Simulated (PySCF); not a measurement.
Job file and geometry (Å, from PBE0-D3(BJ)/def2-SVP) of an NMR shielding run on `c1ccccc1`, C₆H₆, PySCF 2.14.0, density-fitted response routines, GIAO PBE0/cc-pVDZ NMR shielding, non-relativistic, gas phase; density fitting, a coarse starting grid and PySCF grid level 2 are the driver's defaults:

```
{"job": {"kind": "nmr", "xc": "PBE0", "basis": "cc-pVDZ", "pop": false}, "charge": 0, "multiplicity": 1}
C     -0.798972     1.142595     0.036789
C     -1.388719    -0.118108    -0.053300
C     -0.589717    -1.260766    -0.090270
C      0.798972    -1.142595    -0.036789
C      1.388719     0.118109     0.053300
C      0.589717     1.260765     0.090270
H     -1.424968     2.037875     0.065511
H     -2.476815    -0.210593    -0.095218
H     -1.051877    -2.248520    -0.160966
H      1.424969    -2.037875    -0.065510
H      2.476813     0.210593     0.095218
H      1.051877     2.248519     0.160966
```

**Question.** Write the output of this run.

**Answer.** 
```
coarse grid: 10240 points
cycle   1  E = -231.9457166003  dE =  9.239e-01  |g| = 3.084e-01  |ddm| = 6.845e+00
cycle   2  E = -231.9459698173  dE = -2.532e-04  |g| = 3.225e-01  |ddm| = 1.318e+00
cycle   3  E = -231.9745160069  dE = -2.855e-02  |g| = 1.647e-02  |ddm| = 5.782e-01
cycle   4  E = -231.9745754520  dE = -5.945e-05  |g| = 4.489e-03  |ddm| = 2.499e-02
cycle   5  E = -231.9745807269  dE = -5.275e-06  |g| = 1.444e-04  |ddm| = 9.568e-03
final grid: 99480 points
cycle   6  E = -231.9822302856  dE = -2.288e-05  |g| = 6.864e-03  |ddm| = 6.112e-02
cycle   7  E = -231.9822291557  dE =  1.130e-06  |g| = 7.339e-03  |ddm| = 2.680e-02
cycle   8  E = -231.9822439500  dE = -1.479e-05  |g| = 3.110e-04  |ddm| = 1.303e-02
cycle   9  E = -231.9822439724  dE = -2.237e-08  |g| = 7.106e-05  |ddm| = 5.438e-04
cycle  10  E = -231.9822439733  dE = -8.874e-10  |g| = 3.807e-05  |ddm| = 1.551e-04
cycle  11  E = -231.9822439737  dE = -3.588e-10  |g| = 7.547e-07  |ddm| = 5.314e-05
converged SCF energy = -231.9822439737

GIAO shielding tensors (ppm)
atom      isotropic    diamagn.    paramagn.     s11        s22        s33       span
  0 C       68.667     253.861    -185.194    -35.109     54.706    186.403    221.512
  1 C       68.657     253.863    -185.206    -35.129     54.704    186.396    221.525
  2 C       68.658     253.862    -185.204    -35.128     54.705    186.398    221.525
  3 C       68.667     253.861    -185.194    -35.109     54.706    186.403    221.512
  4 C       68.657     253.863    -185.206    -35.129     54.704    186.396    221.525
  5 C       68.658     253.862    -185.204    -35.127     54.705    186.398    221.525
  6 H       23.968      30.307      -6.339     20.918     23.794     27.192      6.274
  7 H       23.968      30.307      -6.339     20.919     23.793     27.192      6.273
  8 H       23.968      30.307      -6.340     20.919     23.792     27.192      6.273
  9 H       23.968      30.307      -6.339     20.918     23.794     27.192      6.274
 10 H       23.968      30.307      -6.339     20.919     23.793     27.192      6.273
 11 H       23.968      30.307      -6.340     20.919     23.793     27.192      6.273
```

**Question.** Turn these shieldings into chemical shifts. Shifts are taken against calculated references (same method and geometry level): 13C (σref 196.75) and 1H (σref 31.29) against TMS.

**Answer.** Averaging equivalent atoms: C 0/1/2/3/4/5: 128.1; H 6/7/8/9/10/11: 7.32 ppm. 

Size and cost of the density-fitted run: 114 basis functions, about 6 core-seconds.
